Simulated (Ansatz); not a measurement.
## VSi: from a trial structure to a relaxed crystal

Theory: Ansatz, DFT PBE, scalar-relativistic, plane waves, PAW. Cutoff 420 eV, Γ-centred k mesh, Gaussian smearing, no spin polarisation in the final step.

VSi was placed on the CuAu (L1_0) structure type (P4/mmm, No. 123), with V in place of Cu, Si in place of Au, at a guessed volume.

```xyz
2
Lattice="2.8101 0.0000 0.0000 0.0000 2.8101 0.0000 0.0000 0.0000 3.6833" Properties=species:S:1:pos:R:3 pbc="T T T"
V     1.4051    1.4051    1.8416
Si    0.0000    0.0000    0.0000
```

Steps on the 6×6×6 mesh (2 atoms). 7 of 7 steps are shown, and the free energy counts from the last. Trial steps that were taken back and renewals of the plane-wave basis can be among the rows.

```csv
step,ΔF (meV/atom),V (Å³/atom),P (GPa)
1,116.2,14.54,-16.55
2,9.7,12.83,-0.01
3,3.9,12.77,0.11
4,7.8,12.59,2.32
5,-0.1,12.79,-0.67
6,-0.5,12.73,0.14
7,0.0,12.73,0.14
```

A final relaxation ran on a 22×22×14 mesh. The relaxed crystal, P4/mmm (No. 123):

```cif
data_structure
_symmetry_space_group_name_H-M 'P4/mmm'
_symmetry_Int_Tables_number 123
_cell_length_a 2.6269
_cell_length_b 2.6269
_cell_length_c 3.7212
_cell_angle_alpha 90.000
_cell_angle_beta 90.000
_cell_angle_gamma 90.000
_cell_volume 25.68
loop_
_atom_site_label
_atom_site_type_symbol
_atom_site_symmetry_multiplicity
_atom_site_Wyckoff_symbol
_atom_site_fract_x
_atom_site_fract_y
_atom_site_fract_z
_atom_site_occupancy
V1 V 1 d 0.50000 0.50000 0.50000 1
Si1 Si 1 a 0.00000 0.00000 0.00000 1
```

```yaml
Volume_per_atom: 12.84 Å³
Density: 5.11 g/cm³
Energy_over_the_elements: -0.25 eV/atom
Gap_on_the_22×22×14_mesh: 0 eV (a metal)
```

Energies over the elements count from the elements' standard structures at the same level, with no empirical corrections.

The final run used a 22×22×14 mesh on its 2-atom cell and 0.10 eV smearing. The k mesh leaves about 4 meV/atom of noise in metals.

Symmetry constrained the relaxation, so the result can be a saddle point.

Cost: 3 runs of about 1.3 core-minutes in all, on Intel Xeon Platinum 8488C (Sapphire Rapids) (shared hosts).